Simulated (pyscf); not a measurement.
Single points on ωB97X-D3(BJ)/def2-SVP structures (PySCF, gas phase).

How much does it cost (ΔH, 298 K, ωB97M-D3(BJ)/def2-TZVP) to split O=W(=O)(OH)–SH (SMILES [O]=[W](=[O])([OH])[SH]) at its S–W bond into [O=W(=O)–OH]• + SH•?

S–W to [O=W(=O)–OH]• + SH•: 3.65 eV. The 7 functionals that were run give +3.54 (M06-2X) to +4.07 eV (ωB97X-D3(BJ)). The radicals are drawn with the spin at the cut bond; how far it spreads was not checked. Other isomers of [O=W(=O)–OH]• were not searched in full and may lie lower. Left out: the spin-orbit lowering of SH. Open-shell species with a d-block atom are single-reference here; other states, and whether the spin sits on metal or ligand, were not checked. Elements past Kr carry the def2 core potentials, without spin-orbit coupling.
